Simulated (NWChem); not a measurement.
**Correlation energy of NO (+1)**

```
N
O 1 1.0599
```
Charge +1, spin multiplicity 1.

All runs are NWChem calculations. The geometry was optimised at PBE0/def2-SVP, a minimum by its harmonic frequencies.

Basis set: cc-pVDZ. Each correlation energy counts from its own Hartree-Fock reference.

The correlated methods keep 2 core orbitals frozen. The structure started from a generated list of species. Coupled-cluster values serve here as a point of comparison, not as the truth.

Q: For the correlation energy, CCSDT gives -346.9 mHa and CR-CCSD(T) gives -344.2 mHa. What do RI-MP2, CR-CCSD[T], CCSD(T) give?

A: RI-MP2: -336.1 mHa; CR-CCSD[T]: -345.4 mHa; CCSD(T): -346.7 mHa.
